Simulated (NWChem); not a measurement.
**Total energies of fluorine (F$_{2}$)**

```xyz
2

F      0.0000     0.0000     0.6882
F      0.0000     0.0000    -0.6882
```
Charge 0, spin multiplicity 1.

Everything below was run with NWChem. Structure: optimised with PBE0/def2-SVP, a minimum by its harmonic frequencies.

Basis set: cc-pVDZ (28 functions).

```tsv
method	total energy (Ha)
RHF	-198.68824
MP2	-199.07827
B2PLYP	-199.37177
PBE	-199.33413
B3LYP	-199.51257
BP86	-199.51888
CCSD(T)	-199.09521
```

Total energies of different functionals aren't comparable as a measure of quality: only differences taken within one method are. 

The correlated methods keep 2 core orbitals frozen. B3LYP has NWChem's definition, with VWN1-RPA local correlation. Coupled-cluster values serve here as a point of comparison, not as the truth.
